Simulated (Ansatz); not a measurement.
Ideal-gas functions of C₃H₄ClN, SMILES `ClCC1=CN1` at 400 K and 1 bar, from an Ansatz frequency run at PBE0-D4/def2-TZVP.

Molar mass 89.52 g/mol, point group C1 (symmetry number 1), electronic degeneracy 1, moments of inertia 41.987, 233.323, 250.863 u Å². Harmonic wavenumbers (cm⁻¹, unscaled): 105, 136, 313, 429, 568, 672, 747, 895, 959, 967, 1093, 1166, 1216, 1273, 1380, 1456, 1950, 3092, 3163, 3334, 3355.

Use S(trans) = R[1.5 ln M + 2.5 ln T − 1.1517]; rotational temperatures θ = 24.2544 K / I; S(rot) = R[ln(√π/σ · √(T³/θAθBθC)) + 1.5]; for each mode x = 1.438777 ν̃/T, S = R[x/(eˣ − 1) − ln(1 − e⁻ˣ)] and H = RT x/(eˣ − 1); 1 cm⁻¹ = 0.0119627 kJ/mol; R = 8.31446 J/(mol·K).

Q: By hand: the entropy, in J/(mol·K).

A: Translation 171.0. Rotation: θ = 0.5777, 0.104, 0.0967 K, giving 113.4. Vibration, mode by mode: 16.46, 14.34, 7.75, 5.49, 3.68, 2.74, 2.22, 1.45, 1.21, 1.18, 0.82, 0.66, 0.57, 0.48, 0.35, 0.28, 0.06, 0.00, 0.00, 0.00, 0.00, in all 59.8. Electronic 0.0. Sum 344.2 J/(mol·K).

Q: By hand: H − E and G − E in kJ/mol, counted from the electronic energy.

A: Zero-point energy ½ × 28269 × 0.0119627 = 169.1; thermal vibration 13.2; translation, rotation and pV give 4 RT = 13.3. H − E = 195.6 kJ/mol, and G − E = 195.6 − 400 × 344.2/1000 = 57.9 kJ/mol.

Vibration gives 17 % of the entropy, 30.8 J/(mol·K) of it from the modes under 150 cm⁻¹: soft modes count most, and the harmonic formula is weakest for them. The sum counts one conformer and one mirror image; others add a mixing term.
